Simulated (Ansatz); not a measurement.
# Rock-salt MgS

Computed with HSE06 (Ansatz, a quantum-chemistry and plane-wave program, PAW).

Settings: plane-wave cutoff 500 eV, 8×8×8 k mesh, gaussian smearing 0.02 eV, scalar-relativistic PAW data made under PBE.

Cell (relaxed at this level):

```cif
data_Mg4S4
_chemical_formula_sum 'Mg4 S4'
_space_group_name_H-M_alt 'Fm-3m'
_space_group_IT_number 225
_space_group_name_Hall '-F 4 2 3'
_cell_length_a 5.19391
_cell_length_b 5.19391
_cell_length_c 5.19391
_cell_angle_alpha 90.000
_cell_angle_beta 90.000
_cell_angle_gamma 90.000
loop_
_atom_site_label
_atom_site_type_symbol
_atom_site_symmetry_multiplicity
_atom_site_Wyckoff_symbol
_atom_site_fract_x
_atom_site_fract_y
_atom_site_fract_z
_atom_site_occupancy
Mg1 Mg 4 a 0.00000 0.00000 0.00000 1
S1 S 4 b 0.50000 0.50000 0.50000 1
```
(The calculation used a cell of 2 atoms; values per cell refer to that cell.)

```yaml
band_gap: 3.82 eV (on the SCF k mesh)
```

Static lattice: no zero-point or thermal effects.

Cost on a shared machine: around 3 core-minutes (rough).
